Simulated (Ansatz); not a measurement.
We consider 1T (CdI2-type) PtS2, described by LDA (PAW; Ansatz, a first-principles code).

Settings: plane-wave cutoff 520 eV, 12×12×8 k mesh (along the axes of the cell as run), Fermi–Dirac smearing 0.01 eV, scalar-relativistic PAW data made under PBE.

Starting structure:

```
PtS2
1.0
    3.54000     0.00000     0.00000
   -1.77000     3.06573     0.00000
    0.00000     0.00000     5.04000
Pt S
1 2
Cartesian
  0.00000   0.00000   0.00000
  0.00000   2.04382   1.15920
  1.77000   1.02191   3.88080
```

**Question.** Into what structure does the relaxation of cell and atoms lead at this level, with the symmetry of the start kept?

**Answer.** The volume shrinks by 8.9 %; final space group P-3m1.
```
PtS2
1.0
    3.56165     0.00000     0.00000
   -1.78083     3.08448     0.00000
    0.00000     0.00000     4.53435
Pt S
1 2
Direct
  0.00000   0.00000   0.00000
  0.33333   0.66667   0.26188
  0.66667   0.33333   0.73812
```

Note: the solid has no gap at this level, which affects its response.
